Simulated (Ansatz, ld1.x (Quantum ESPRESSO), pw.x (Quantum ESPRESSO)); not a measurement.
pw.x on fcc H: one setting changed

Potential: PAW, ld1.x (Quantum ESPRESSO) 7.5, PBEsol; core none, reference 1s1; waves: 1s (bound): rcut 1.05, rcutus 1.45 bohr; 1s channel at 0.65 Ry: rcut 1.05, rcutus 1.45 bohr; 2p channel at 0.4 Ry: rcut 1.45, rcutus 1.55 bohr; 2p channel at 3.1 Ry: rcut 1.45, rcutus 1.55 bohr; local part: all-electron potential smoothed inside 1.35 bohr (lloc = -2); core correction: none; augmentation: PSQ, inside the norm-conserving radii.

The reference run (k-mesh 18³, cutoffs 40/420 Ry, Fermi–Dirac 0.01 Ry, mixing_beta 0.4, conv_thr 1e-9, no spin) gives 0.59 GPa at 2.917 Å³/atom, where all-electron LAPW gives -0.10 GPa. This run, with its own iteration cap, changes ecutrho/ecutwfc to 6.

```
&control
  calculation='scf', prefix='x', pseudo_dir='./', outdir='./tmp', tstress=.true., disk_io='none'
/
&system
  ibrav=0, nat=1, ntyp=1, ecutwfc=40, ecutrho=240, nbnd=7,
  occupations='smearing', smearing='fd', degauss=0.01
/
&electrons
  conv_thr=1e-09, mixing_beta=0.4, electron_maxstep=60
/
ATOMIC_SPECIES
H 1.0 H.UPF
CELL_PARAMETERS angstrom
  0.00000000 1.13405855 1.13405855
  1.13405855 0.00000000 1.13405855
  1.13405855 1.13405855 0.00000000
ATOMIC_POSITIONS crystal
H 0.0000 0.0000 0.0000
K_POINTS automatic
18 18 18 0 0 0
```

```bash
pw.x < H.scf.in > H.scf.out
```

**Question.** How does the run end?

**Answer.** It converges in 3 iterations; the free energy moves by +0.0 meV/atom and the pressure by +0.00 GPa. The result is that of the reference run.

```
Message from routine setup:
     using ibrav=0 with symmetry is DISCOURAGED, use correct ibrav instead
     lattice parameter (alat)  =       3.0307  a.u.
     unit-cell volume          =      19.6849 (a.u.)^3
     number of electrons       =         1.00
     number of Kohn-Sham states=            7
     kinetic-energy cutoff     =      40.0000  Ry
     charge density cutoff     =     240.0000  Ry
     scf convergence threshold =      1.0E-09
     Exchange-correlation= SLA  PW   PSX  PSC
     number of k points=   195  Fermi-Dirac smearing, width (Ry)=  0.0100
     iteration #  1     ecut=    40.00 Ry     beta= 0.40
     total energy              =      -1.07135013 Ry
     estimated scf accuracy    <       0.00000905 Ry
     iteration #  2     ecut=    40.00 Ry     beta= 0.40
     total energy              =      -1.07138375 Ry
     estimated scf accuracy    <       0.00000332 Ry
     iteration #  3     ecut=    40.00 Ry     beta= 0.40
     the Fermi energy is     4.0462 ev
!    total energy              =      -1.07138382 Ry
     estimated scf accuracy    <          6.2E-10 Ry
     smearing contrib. (-TS)   =      -0.00044623 Ry
     convergence has been achieved in   3 iterations
          total   stress  (Ry/bohr**3)                   (kbar)     P=        5.88
     Message from routine punch:
     Nothing written, as per user request (disk_io='none')
```

The run took about 1.3 s on one core of a shared host (Neoverse-V1, 64 threads, 503 GiB, load 26).
